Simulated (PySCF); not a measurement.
# MgO: magnetic properties

An exercise on one series of results from a longer session: the logs are not shown, and one member is left open.

Computed with PySCF 2.14.0 and routines of our own; the level stands in each step. Atoms count from 0.

## The starting structure

2 atoms, charge 0, multiplicity 1; geometry from: GFN2-xTB.

The first run:

Job settings and geometry (Å):

```
{"job": {"xc": "PBE0", "basis": "def2-SVP", "d3": "d3bj", "grid": 1, "kind": "geom"}, "charge": 0, "multiplicity": 1}
O      0.822475    -0.002748    -0.003014
Mg    -0.819718     0.004017    -0.011135
```

Run with:

```sh
> OMP_NUM_THREADS=1 python excited_run.py task.json out
```

One launch serves the whole session: the jobs run in the order shown.

Among the steps run: Optimising the geometry at PBE0-D3(BJ)/def2-SVP; Magnetic properties: GIAO revPBE/aug-pcSseg-2; Magnetic properties: GIAO PW91/aug-pcSseg-2; Magnetic properties: GIAO B3LYP/aug-pcSseg-2; Magnetic properties: GIAO X3LYP/aug-pcSseg-2; Magnetic properties: GIAO PBE0/aug-pcSseg-2; Magnetic properties: GIAO mPW1PW91/aug-pcSseg-2; Magnetic properties: GIAO B97-2/aug-pcSseg-2; Magnetic properties: GIAO BHandHLYP/aug-pcSseg-2; Magnetic properties: GIAO HSE06/aug-pcSseg-2; Magnetic properties: GIAO CAM-B3LYP/aug-pcSseg-2; Magnetic properties: GIAO wB97X/aug-pcSseg-2; Magnetic properties: GIAO wB97X-D/aug-pcSseg-2.

One table of the session follows, with a row left open; its other results are not shown here.

| level | gap (eV) |
| --- | --- |
| GIAO revPBE/aug-pcSseg-2 | 0.50 |
| GIAO PW91/aug-pcSseg-2 | ? |
| GIAO B3LYP/aug-pcSseg-2 | 2.08 |
| GIAO X3LYP/aug-pcSseg-2 | 2.22 |
| GIAO PBE0/aug-pcSseg-2 | 2.48 |
| GIAO mPW1PW91/aug-pcSseg-2 | 2.49 |
| GIAO B97-2/aug-pcSseg-2 | 2.16 |
| GIAO BHandHLYP/aug-pcSseg-2 | 4.50 |
| GIAO HSE06/aug-pcSseg-2 | 1.71 |
| GIAO CAM-B3LYP/aug-pcSseg-2 | 4.71 |
| GIAO wB97X/aug-pcSseg-2 | 6.43 |
| GIAO wB97X-D/aug-pcSseg-2 | 5.79 |

Estimate the missing values for GIAO PW91/aug-pcSseg-2.

**Answer.** gap (eV): 0.51. In the column «gap (eV)» it lies between GIAO revPBE/aug-pcSseg-2 (0.50) and GIAO HSE06/aug-pcSseg-2 (1.71).

Caveats from the session: Vibrational averaging and real surroundings are missing from these values.
